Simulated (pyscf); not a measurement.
Exchange of partners: H₃C–O–O• + H atom (H•) → •O–OH + methyl (CH₃•)

Gas phase, triplet surface, charge 0. Bonds broken: O1–C3. Bonds formed: O2–H4. Optimised with ωB97X-D3(BJ)/def2-SVP in PySCF. MP2 and CC: frozen core, UHF for open shells. ΔMP2 is the change of the MP2 total energy from the triple- to the quadruple-zeta basis.

Transition state (Å):

```xyz
7

O      0.3183     0.7128     0.2889
O      0.2805     1.2256    -0.8518
C     -0.6137    -0.8024     0.3372
H     -0.4872     0.3189    -1.4932
H     -0.1571    -1.5330    -0.3374
H     -0.3900    -0.9742     1.3967
H     -1.6676    -0.5891     0.1346
```

One imaginary mode, 1756i cm⁻¹; descent along it reached the two sides named, in the forms told below.

```json
[
 {"bond": "O1–C3", "change": "breaks", "reactant side (Å)": "1.435", "saddle": "1.780", "product side": "3.2"},
 {"bond": "O2–H4", "change": "forms", "reactant side (Å)": "3.2", "saddle": "1.350", "product side": "0.998"}
]
```

Electronic energies relative to the separated reactants (eV):

| level | barrier | reaction energy | reverse barrier |
|---|---|---|---|
| ωB97X-D3(BJ)/def2-TZVP | 1.34 | -0.67 | 2.01 |
| PBE/def2-TZVP | 0.71 | -0.59 | 1.30 |
| r²SCAN/def2-TZVP | 0.82 | -0.83 | 1.65 |
| B3LYP-D3(BJ)/def2-TZVP | 0.97 | -0.80 | 1.78 |
| PBE0-D3(BJ)/def2-TZVP | 1.11 | -0.68 | 1.79 |
| M06-2X/def2-TZVP | 1.34 | -0.64 | 1.98 |
| ωB97M-D3(BJ)/def2-TZVP | 1.23 | -0.74 | 1.97 |
| HF/def2-TZVP | 2.59 | -0.97 | 3.55 |
| MP2/def2-QZVPP | 1.50 | -0.66 | 2.16 |
| CCSD/def2-TZVPP | 1.49 | -0.90 | 2.38 |
| CCSD(T)/def2-TZVPP | 1.27 | -0.81 | 2.08 |
| CCSD(T)/def2-TZVPP + ΔMP2(QZVPP) | 1.25 | -0.81 | 2.06 |

With CCSD(T)/def2-TZVPP + ΔMP2(QZVPP) energies and thermal terms (ideal gas, 1 atm, RRHO with modes under 100 cm⁻¹ raised to 100, one conformer, R ln 2 for rigid chiral ones), in eV:

```tsv
T (K)	ΔH‡	ΔG‡	ΔH	ΔG
298	1.23	1.56	-0.77	-0.90
600	1.22	1.89	-0.78	-1.03
900	1.21	2.24	-0.82	-1.14
1200	1.19	2.58	-0.87	-1.24
```

On the product side the descent ends in a complex, 0.18 eV under the separated species and 2.19 eV under the saddle at ωB97X-D3(BJ)/def2-TZVP. The same reactants have a lower exit, to O=O [triplet] + CH₄ (barrier +0.75 eV at ωB97M-D3(BJ), against +1.23 eV here). H₃C–O–O• + H• also meet on a surface of lower spin, which isn't treated here. •O–OH + CH₃• also meet on a surface of lower spin, which isn't treated here. H₃C–O–O• lies 2.13 eV over its isomer HO–CH•–OH, and others may lie lower still (electronic energy, ωB97M-D3(BJ)). One saddle was located; it need not be the lowest between these sides. The CCSD(T) − MP2 part came from Ansatz, without density fitting, on the same reference. An open-shell T1 diagnostic exceeds 0.045.
